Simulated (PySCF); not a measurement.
C2H5, SMILES [CH2]C, multiplicity 2.

The structure is a stationary point at r2SCAN-D4/def2-TZVP. The isomer is the one that the SMILES or the coordinates give; other isomers of the formula were not compared.

All values below come from TDA-PBE/def2-TZVPD in PySCF.

Vertical excitations. Gas-phase values at a fixed geometry.

| state | energy (eV) | λ (nm) | f | main pairs |
|---|---|---|---|---|
| root 1 | 4.46 | 278 | 0.004 | α HOMO→LUMO 100 % |
| root 2 | 5.09 | 244 | 0.020 | α HOMO→LUMO+1 100 % |
| root 3 | 5.85 | 212 | 0.000 | α HOMO→LUMO+2 70 %, β HOMO→LUMO 29 % |
| root 4 | 6.02 | 206 | 0.002 | α HOMO→LUMO+2 29 %, β HOMO→LUMO 70 % |
| root 5 | 6.31 | 197 | 0.031 | α HOMO→LUMO+3 99 % |
| root 6 | 6.79 | 183 | 0.001 | β HOMO−1→LUMO 94 % |
| root 7 | 6.96 | 178 | 0.026 | α HOMO→LUMO+4 94 % |
| root 8 | 6.97 | 178 | 0.002 | α HOMO→LUMO+5 99 % |
| root 9 | 7.27 | 170 | 0.007 | α HOMO→LUMO+6 97 % |
| root 10 | 7.52 | 165 | 0.003 | α HOMO→LUMO+7 100 % |
Unrestricted roots are not spin-pure.
